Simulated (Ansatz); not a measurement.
## Nudged elastic band run: C4H7NS

The input (input.yaml):

```yaml
crystal:
  periodic: [false, false, false]
  atoms:
    - { symbol: C, position_ang: [-1.618667, -1.338179, -0.066392] }
    - { symbol: C, position_ang: [-0.485488, -0.682615, 0.256854] }
    - { symbol: C, position_ang: [0.890058, -1.307506, 0.305187] }
    - { symbol: S, position_ang: [-0.610864, 1.052321, 0.797133] }
    - { symbol: C, position_ang: [0.399365, 1.894915, -0.459069] }
    - { symbol: "N", position_ang: [0.754701, 3.123678, -0.466499] }
    - { symbol: H, position_ang: [-2.593806, -0.834662, -0.086023] }
    - { symbol: H, position_ang: [-1.588577, -2.412185, -0.307135] }
    - { symbol: H, position_ang: [1.303601, -1.26574, 1.334398] }
    - { symbol: H, position_ang: [0.857467, -2.363994, -0.027851] }
    - { symbol: H, position_ang: [1.605828, -0.761326, -0.344119] }
    - { symbol: H, position_ang: [0.686272, 1.236464, -1.303683] }
    - { symbol: H, position_ang: [0.420609, 3.624231, 0.381901] }
basis:
  gaussian: { orbitals: cc-pVDZ }
hamiltonian:
  xc: blyp
  dispersion: d4
neb:
  order_check: false
  images: 4
  f_tol: 0.05
  max_iterations: 60
  climbing: false
  final_atoms:
    - { symbol: C, position_ang: [-1.23376457, -0.89602979, -0.33249075] }
    - { symbol: C, position_ang: [0.09361942, -0.71951473, -0.16197372] }
    - { symbol: C, position_ang: [1.04183719, -1.78392216, 0.34419858] }
    - { symbol: S, position_ang: [0.90913626, 0.85883965, -0.5371048] }
    - { symbol: C, position_ang: [-0.28149298, 2.07374095, 0.10933318] }
    - { symbol: "N", position_ang: [-0.26429219, 3.33858635, -0.071833] }
    - { symbol: H, position_ang: [-1.88460036, -0.11722885, -0.7500188] }
    - { symbol: H, position_ang: [-1.70070151, -1.85110151, -0.04916197] }
    - { symbol: H, position_ang: [1.50055167, -1.48318482, 1.30890002] }
    - { symbol: H, position_ang: [0.5131708, -2.74764879, 0.47967014] }
    - { symbol: H, position_ang: [1.87674309, -1.94609837, -0.36994533] }
    - { symbol: H, position_ang: [-1.06011354, 1.60764649, 0.74552606] }
    - { symbol: H, position_ang: [0.51040572, 3.63131758, -0.7003976] }
  initial_path:
    images:
      - { positions_ang: [[-1.618667, -1.338179, -0.066392], [-0.485488, -0.682615, 0.256854], [0.890058, -1.307506, 0.305187], [-0.610864, 1.052321, 0.797133], [0.399365, 1.894915, -0.459069], [0.754701, 3.123678, -0.466499], [-2.593806, -0.834662, -0.086023], [-1.588577, -2.412185, -0.307135], [1.303601, -1.26574, 1.334398], [0.857467, -2.363994, -0.027851], [1.605828, -0.761326, -0.344119], [0.686272, 1.236464, -1.303683], [0.420609, 3.624231, 0.381901]] }
      - { positions_ang: [[-1.4146351, -1.16555639, -0.17755496], [-0.26687881, -0.65858088, 0.22816017], [0.92353958, -1.47441338, 0.39960323], [-0.12113295, 1.03058338, 0.70259168], [0.08291675, 1.92312004, -0.44880301], [0.40953346, 3.1716106, -0.48257119], [-2.27395148, -0.52093434, -0.29482548], [-1.52490801, -2.18987875, -0.41898442], [1.27641064, -1.43201324, 1.46968833], [0.73970027, -2.50463018, 0.13381663], [1.73337505, -1.12074008, -0.19919236], [-0.05995629, 1.35827378, -1.19057601], [0.51648587, 3.54856144, 0.29334939]] }
      - { positions_ang: [[-1.21060319, -0.99293377, -0.28871792], [-0.04826963, -0.63454676, 0.19946633], [0.95702116, -1.64132077, 0.49401946], [0.3685981, 1.00884576, 0.60805036], [-0.2335315, 1.95132507, -0.43853703], [0.06436592, 3.2195432, -0.49864338], [-1.95409696, -0.20720669, -0.50362796], [-1.46123901, -1.9675725, -0.53083385], [1.24922029, -1.59828649, 1.60497867], [0.62193355, -2.64526636, 0.29548426], [1.86092211, -1.48015415, -0.05426572], [-0.80618458, 1.48008356, -1.07746901], [0.61236275, 3.47289188, 0.20479779]] }
      - { positions_ang: [[-1.13362271, -0.90450393, -0.34193767], [0.06755186, -0.6419267, 0.11570079], [0.98737699, -1.736604, 0.50182178], [0.67259815, 0.97014949, 0.3412028], [-0.36970309, 1.98709026, -0.32485659], [-0.13943271, 3.26252487, -0.41971018], [-1.81225584, -0.06372005, -0.63642712], [-1.48366391, -1.8553558, -0.47923924], [1.28861042, -1.64177545, 1.59987907], [0.55307431, -2.72199732, 0.39698849], [1.91510513, -1.71710863, -0.05943098], [-1.15546169, 1.55432006, -0.6676272], [0.63032209, 3.4743092, -0.01166193]] }
      - { positions_ang: [[-1.18369364, -0.90026686, -0.33721421], [0.08058564, -0.68072072, -0.02313647], [1.01460709, -1.76026308, 0.42301018], [0.7908672, 0.91449457, -0.097951], [-0.32559804, 2.03041561, -0.10776171], [-0.20186245, 3.30055561, -0.24577159], [-1.8484281, -0.09047445, -0.69322296], [-1.59218271, -1.85322865, -0.26420061], [1.39458105, -1.56248014, 1.45438955], [0.53312256, -2.73482306, 0.43832931], [1.89592411, -1.8316035, -0.21468816], [-1.10778762, 1.58098328, 0.03894943], [0.57036391, 3.55281339, -0.35602977]] }
      - { positions_ang: [[-1.23376457, -0.89602979, -0.33249075], [0.09361942, -0.71951473, -0.16197372], [1.04183719, -1.78392216, 0.34419858], [0.90913626, 0.85883965, -0.5371048], [-0.28149298, 2.07374095, 0.10933318], [-0.26429219, 3.33858635, -0.071833], [-1.88460036, -0.11722885, -0.7500188], [-1.70070151, -1.85110151, -0.04916197], [1.50055167, -1.48318482, 1.30890002], [0.5131708, -2.74764879, 0.47967014], [1.87674309, -1.94609837, -0.36994533], [-1.06011354, 1.60764649, 0.74552606], [0.51040572, 3.63131758, -0.7003976]] }
```

Run as:

```bash
$ ansatz run input.yaml --threads 2 --pin off --max-ram 3072MiB --backend cpu --events-out ev --progress --plain --runs-dir out
```

Output, in part (warnings, iteration lines, the closing report on the highest movable image, with atoms numbered from 0):

```
NEB end point (image 0): max|allowed force component| = 1.395e-2 eV/Å (the criterion of neb.relax_end_points is 1.000e-2)
NEB end point (image 5): max|allowed force component| = 5.696e-3 eV/Å (the criterion of neb.relax_end_points is 1.000e-2)
NEB iter   1: max|band force component| = 1.706e1 eV/Å  barrier→ = 3.8653 eV  barrier← = 3.8846 eV  Δτ_max = 0.1966 Å  (193 SCF iters)
NEB iter   2: max|band force component| = 6.890e0 eV/Å  barrier→ = 0.9343 eV  barrier← = 0.9536 eV  Δτ_max = 0.1961 Å  (152 SCF iters)
NEB iter   3: max|band force component| = 2.865e0 eV/Å  barrier→ = 0.2669 eV  barrier← = 0.2862 eV  Δτ_max = 0.1947 Å  (136 SCF iters)
NEB iter   4: max|band force component| = 1.231e0 eV/Å  barrier→ = 0.1782 eV  barrier← = 0.1976 eV  Δτ_max = 0.1058 Å  (150 SCF iters)
NEB iter   5: max|band force component| = 6.445e-1 eV/Å  barrier→ = 0.0365 eV  barrier← = 0.0558 eV  Δτ_max = 0.0656 Å  (126 SCF iters)
NEB iter   6: max|band force component| = 4.080e-1 eV/Å  barrier→ = 0.0311 eV  barrier← = 0.0504 eV  Δτ_max = 0.1012 Å  (133 SCF iters)
NEB iter   7: max|band force component| = 2.442e-1 eV/Å  barrier→ = 0.0309 eV  barrier← = 0.0503 eV  Δτ_max = 0.0850 Å  (138 SCF iters)
NEB iter   8: max|band force component| = 1.406e-1 eV/Å  barrier→ = 0.0314 eV  barrier← = 0.0507 eV  Δτ_max = 0.0468 Å  (127 SCF iters)
NEB iter   9: max|band force component| = 1.167e-1 eV/Å  barrier→ = 0.0318 eV  barrier← = 0.0512 eV  Δτ_max = 0.0532 Å  (120 SCF iters)
NEB iter  10: max|band force component| = 5.348e-2 eV/Å  barrier→ = 0.0323 eV  barrier← = 0.0517 eV  Δτ_max = 0.0157 Å  (120 SCF iters)
NEB iter  11: max|band force component| = 2.294e-2 eV/Å  barrier→ = 0.0325 eV  barrier← = 0.0518 eV  Δτ_max = 0.0000 Å  (246 SCF iters)
Total energy: -16584.51956931 eV, -609.4698527811 hartree
Atom 0 at    -1.207402    -0.941514    -0.294508 Å, force     0.002133    -0.002146    -0.009609 eV/Å
Atom 1 at     0.083549    -0.713707     0.022307 Å, force     0.000459    -0.001310    -0.005516 eV/Å
Atom 2 at     1.052398    -1.805531     0.428654 Å, force    -0.000117    -0.000710     0.002802 eV/Å
Atom 3 at     0.915505     0.899419     0.002865 Å, force    -0.000165     0.001774    -0.016081 eV/Å
Atom 4 at    -0.393019     2.137197    -0.171705 Å, force     0.004388    -0.006654     0.010876 eV/Å
Atom 5 at    -0.220376     3.401009    -0.281261 Å, force    -0.004561     0.004409     0.006082 eV/Å
Atom 6 at    -1.906387    -0.161890    -0.619065 Å, force     0.005241    -0.001214    -0.017727 eV/Å
Atom 7 at    -1.601718    -1.965719    -0.229056 Å, force     0.000229     0.000681    -0.000945 eV/Å
Atom 8 at     1.443374    -1.638828     1.454023 Å, force    -0.004214     0.005398     0.002952 eV/Å
Atom 9 at     0.556187    -2.794287     0.392482 Å, force    -0.001284     0.000700     0.005565 eV/Å
Atom 10 at     1.929238    -1.831926    -0.252467 Å, force     0.001081    -0.003688     0.005476 eV/Å
Atom 11 at    -1.419612     1.727251    -0.159634 Å, force    -0.005876     0.004978     0.031630 eV/Å
Atom 12 at     0.788763     3.653929    -0.277933 Å, force     0.002688    -0.002218    -0.015505 eV/Å
Dipole moment:     0.117024    -0.425839     0.050898 e Å
```

The run converged. Beside the main top the profile has a ripple of under 15 meV (maxima at images 1, 4), which may be a very shallow well or noise. A structure lower than the first end lies on the path between it and the top, so the climb from that side starts below the end, which may itself be a saddle point or a shallow side well. No image climbed, so the highest image needn't sit at the top of the path.

Final band (atoms are numbered from 1 in the order of the input):

| image | path coordinate (Å) | energy (eV) | dihedral C1–C2–S4–C5 (°) |
| --- | --- | --- | --- |
| 0 | 0.00 | 0.000 | -120 |
| 1 | 1.21 | 0.010 | -86 |
| 2 | 2.42 | -0.014 | -53 |
| 3 | 3.64 | 0.015 | -20 |
| 4 | 4.85 | 0.033 | 12 |
| 5 | 6.06 | -0.019 | 41 |

Time of the run: 83 s on 2 threads of Intel(R) Xeon(R) 6975P-C (Granite Rapids), on a shared host, peak memory 0.2 GiB.
